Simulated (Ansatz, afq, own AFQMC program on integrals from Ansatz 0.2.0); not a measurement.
# Al₂, triplet: AFQMC among the cluster methods

```yaml
atoms:
  - { symbol: Al, position_ang: [0.0000, 0.0000, 0.0000] }
  - { symbol: Al, position_ang: [0.0000, 0.0000, 3.0980] }
```

Basis cc-pVDZ. Only valence electrons are correlated. AFQMC by an in-house program on the Cholesky factors that Ansatz 0.2.0 writes for its CCSD(T) run. ph-AFQMC/CISD is guided by a CISD state made of CCSD amplitudes; releasing the constraint for a short imaginary time cuts its bias at the price of noise, slowly where states lie close. Error bars are statistical, one sigma.

Determinant: UHF, the one that the program's search chose, which needn't be the lowest solution. The geometry is a point of a scan.

Full CI on the same integrals is exact in this basis and with this determinant's frozen core.

Cautions: lower spins were not checked; the released energies have errors that jump between times, so the bars are unsure, so no released level is given (meV from the phaseless value at times in 1/Eh: -3.6 ± 2.2 at 0.24, -9.6 ± 2.2 at 0.51, -50 ± 25 at 0.99, -23.3 ± 1.4 at 1.62, 734 ± 751 at 2.40).

- T1 diagnostic: 0.0241
- weight of the determinant in the CISD state: 0.857
- ⟨S²⟩ of the determinant: 2.037
- size of the correlated space: 6 electrons in 26 orbitals

Reference: full CI, correlation energy -3.114 eV.

```
        level  E − E(reference) (kcal/mol)  share of correlation (%)
           HF                        71.82                      0.00
          MP2                        23.92                     66.69
         CCSD                         4.19                     94.16
      CCSD(T)                         1.36                     98.11
        CCSDT                         0.22                     99.70
     CCSDT(Q)                         0.04                     99.94
       CCSDTQ                         0.01                     99.99
ph-AFQMC/CISD                  0.96 ± 0.05                     98.67
```

CCSDT and higher add their correlation energy to the determinant of the CCSD(T) run, since their own runs factorise the integrals more tightly (a shift of under 2 meV). A walk keeps the symmetry of its determinant, which the program's search chose and which needn't be the lowest solution, so a lower state of the same spin and another symmetry isn't excluded.
